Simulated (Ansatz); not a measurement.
A nudged elastic band was laid between two geometries of BH$_{4}$N (6 atoms, charge 0, multiplicity 1).

Computed with Ansatz 0.2.0, RHF/def2-mTZVP.

- movable images: 7
- climbing image: yes
- spring: 5.0 eV/Å²
- optimiser: quadratic models (default)
- start path: IDPP
- force threshold: 0.05 eV/Å
- iteration limit: 60
- end points: relaxed

Image 0:

```xyz
6
Properties=species:S:1:pos:R:3
B -0.133 -0.677 -0.027
N 0.151 0.680 0.013
H 0.238 -1.375 0.860
H -0.743 -1.119 -0.946
H -0.129 1.318 -0.698
H 0.659 1.109 0.752
```

Image 8:

```xyz
6
Properties=species:S:1:pos:R:3
B -0.134 -0.677 -0.026
N 0.154 0.679 0.011
H 0.236 -1.376 0.862
H -0.744 -1.119 -0.945
H 0.658 1.111 0.752
H -0.128 1.317 -0.699
```

(1) What changes between the two ends?

(2) Give the energies along the band, and the barrier.

(3) What is the geometry of the highest image?

(4) What are the harmonic wavenumbers there?

## Answers

(1) No bond is made or broken. The dihedral H4–B1–N2–H6 goes from -180 to 0°. The two ends are copies of one structure, up to a mirror image or an exchange of like atoms.

(2) It converged. The highest image is number 4 of 0 to 8, 124.2 kJ/mol above the ends, which have the same energy within 2 meV. A vibrational analysis at the climbing image gives one clearly imaginary mode, 777i cm⁻¹: a first-order saddle point.

```tsv
image	path coordinate (Å)	energy (kJ/mol)	dihedral H4–B1–N2–H6 (°)
0	0.00	0.0	-180
1	0.37	19.2	-148
2	0.75	65.4	-115
3	1.12	108.0	-84
4	1.50	124.2	-58
5	1.87	108.1	-37
6	2.24	65.4	-24
7	2.62	19.2	-14
8	2.99	0.0	0
```

(3) 
```xyz
6
Properties=species:S:1:pos:R:3
B -0.143 -0.661 0.056
N 0.145 0.762 0.274
H -0.408 -1.362 0.980
H -0.127 -1.154 -1.033
H -0.483 1.346 -0.252
H 1.058 1.005 -0.072
```

(4) 777i, 767, 811, 1079, 1126, 1249, 1400, 1767, 2630, 2706, 3672, 3727 cm⁻¹.

Run time: 29 s on 1 thread of Arm Neoverse V2 (shared host), peak memory 0.081 GiB.
